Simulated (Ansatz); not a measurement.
Basis sets compared for [AlMeH3]- (CH6Al⁻). The state is a singlet with charge -1. Geometry B3LYP-D4/def2-TZVPD. Ansatz on 4 threads of Arm Neoverse V1 on a shared host; times are rough, and most runs start from earlier orbitals.

```xyz
8

Al    0.6834    0.5238   -0.4257
C    -0.7605   -0.5829    0.4738
H    -1.1491   -1.3641   -0.1925
H    -1.6152    0.0343    0.7798
H    -0.3862   -1.0850    1.3754
H     1.2133    1.6858    0.6099
H     0.0721    1.2356   -1.7760
H     1.9423   -0.4474   -0.8447
```

```csv
level,functions,energy (Eh),HOMO (eV),LUMO (eV),wall time
HF/STO-3G,20,-279.7543,-1.59,21.21,0.05 s
HF/6-31G,34,-283.2148,-5.05,8.43,0.1 s
PBE-D4/def2-SVPD,92,-283.8544,-1.00,3.73,0.45 s
PBE0-D4/def2-SVPD,92,-283.8934,-2.21,4.20,0.5 s
```

(1) Estimate the rows for HF/def2-TZVPD, PBE-D4/def2-TZVPD, PBE0-D4/def2-TZVPD.

Answers

(1) 
```json
{"level": "HF/def2-TZVPD", "functions": "134", "energy (Eh)": "-283.3027", "HOMO (eV)": "-5.30", "LUMO (eV)": "4.96", "wall time": "0.3 s"}
{"level": "PBE-D4/def2-TZVPD", "functions": "134", "energy (Eh)": "-283.9844", "HOMO (eV)": "-1.07", "LUMO (eV)": "3.45", "wall time": "0.65 s"}
{"level": "PBE0-D4/def2-TZVPD", "functions": "134", "energy (Eh)": "-284.0206", "HOMO (eV)": "-2.27", "LUMO (eV)": "3.92", "wall time": "0.75 s"}
```
